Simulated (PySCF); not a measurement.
# C4H4 (+2): magnetic properties

One table from this session's results is given with a row withheld; the runs are named, their logs left out.

Computed with PySCF 2.14.0 and routines of our own; the level stands in each step. Atoms count from 0.

### The system as given

8 atoms, charge 2, multiplicity 1; geometry from: GFN2-xTB.

The first run:

Job settings and geometry (Å):

```
{"job": {"xc": "PBE0", "basis": "def2-SVP", "d3": "d3bj", "grid": 1, "kind": "geom"}, "charge": 2, "multiplicity": 1}
C     -0.957539     0.013684     0.136639
C      0.125373    -0.823137     0.490635
C      0.890150     0.329560     0.200444
C     -0.052521     0.484878    -0.841610
H     -1.980468     0.238372     0.493337
H      0.296531    -1.876124     0.782695
H      1.754359     0.874825     0.624454
H     -0.066828     0.767354    -1.911160
```

Run with:

```
$ OMP_NUM_THREADS=1 python excited_run.py task.json out
```

One launch serves the whole session: the jobs run in the order shown.

Among the steps run: Geometry optimisation at PBE0-D3(BJ)/def2-SVP; Magnetic properties: GIAO B3LYP/STO-3G; Magnetic properties: GIAO B3LYP/IGLO-III; Magnetic properties: GIAO B3LYP/pcseg-1; Magnetic properties: GIAO B3LYP/IGLO-II.

One of the session's tables, all rows but one given; the rest of the session is left out.

It belongs to the step «Magnetic properties side by side». 

| level | gap (eV) |
| --- | --- |
| GIAO B3LYP/STO-3G | 8.68 |
| GIAO B3LYP/IGLO-III | 8.42 |
| GIAO B3LYP/pcseg-1 | 8.37 |
| GIAO B3LYP/IGLO-II | ? |

Q: Estimate the row for GIAO B3LYP/IGLO-II from the others.

The run gave: gap (eV): 8.39. In the column «gap (eV)» it lies between GIAO B3LYP/pcseg-1 (8.37) and GIAO B3LYP/IGLO-III (8.42).

Caveats from the session: For an ion, the motion of the centre of mass in the field is left out. GIAO B3LYP/STO-3G has a minimal basis, so it is left out of the spread where two other levels stand. Vibrational averaging and real surroundings are missing from these values.
